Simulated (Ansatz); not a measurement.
# N₂H radical: basis-set convergence

Aim: see how fast density functionals and correlated methods converge with the basis set for N₂H radical.

The runs use Ansatz 0.2.0, Gaussian basis; one geometry, several basis sets.

Levels to be run: PBE0-D4/def2-SVP; ωB97M-V/def2-SVP; PBE0-D4/def2-QZVPP; ωB97M-V/def2-QZVPP; CCSD(T)/cc-pV(D+d)Z; CCSD(T)/cc-pV(T+d)Z; CCSD(T)/cc-pV(Q+d)Z; the functionals' def2-TZVPP values are taken from earlier runs.

## Step 1: The relaxed structure

An earlier PBE0-D4 in a triple-zeta def2 set relaxation fixed the geometry.

SMILES `[N]=N`, 3 atoms, charge 0, spin multiplicity 2.

Atoms are counted from 1 here; the program's logs count them from 0.

Bond lengths: N1–N2 1.165 Å, N2–H3 1.056 Å. Angles: N1–N2–H3 117.5°.

## Step 2: PBE0-D4 in def2-SVP

Contents of in.yaml:

```yaml
crystal:
  periodic: [false, false, false]
  atoms:
    - {symbol: N, position_ang: [0.710751, -0.606539, 0.326321]}
    - {symbol: N, position_ang: [-0.268546, -0.217743, -0.170047]}
    - {symbol: H, position_ang: [-0.442195, 0.824282, -0.156274]}
basis:
  gaussian: {orbitals: def2-SVP}
magnetization: {spin_polarized: true, initial_magnetization: 1}
hamiltonian: {xc: pbe0, dispersion: d4}
output: {orbitals: {seedname: orbitals}}
```

Run with:

```bash
$ ansatz run in.yaml --threads 2 --pin off --events-out ev --progress --plain --max-ram 32768MiB --backend cpu
```

After this run come: ωB97M-V in def2-SVP; PBE0-D4 in def2-QZVPP; ωB97M-V in def2-QZVPP; CCSD(T) in cc-pV(D+d)Z; CCSD(T) in cc-pV(T+d)Z; CCSD(T) in cc-pV(Q+d)Z.

**Question.** What will the summary of the whole plan be? Wanted: MP2 correlation recovered, cc-pV(D+d)Z; MP2 correlation recovered, cc-pV(T+d)Z; MP2 correlation recovered, cc-pV(Q+d)Z; CCSD(T) limit from def2 sets; PBE0-D4: double and triple zeta above quadruple; ωB97M-V: double and triple zeta above quadruple.

The runs gave:

| quantity | value |
| --- | --- |
| MP2 correlation recovered, cc-pV(D+d)Z | 71.4 % |
| MP2 correlation recovered, cc-pV(T+d)Z | 89.1 % |
| MP2 correlation recovered, cc-pV(Q+d)Z | 95.5 % |
| CCSD(T) limit from def2 sets (earlier runs) less the limit of this series | 2 meV |
| PBE0-D4: double and triple zeta above quadruple | 3.72, 0.16 eV |
| ωB97M-V: double and triple zeta above quadruple | 3.84, 0.15 eV |

In words: For PBE0-D4 the step from double to triple zeta gains 3.56 eV and the next only 0.16 eV. In cc-pV(D+d)Z MP2 holds 71 % of its limit, in cc-pV(Q+d)Z 95 %, while Hartree-Fock is within 0.066 eV in the largest set. A limit from the def2 sets, made apart, differs by 2 meV, a least measure of the doubt on such a limit. Total energies overstate the basis error of differences, where much of it tends to cancel.
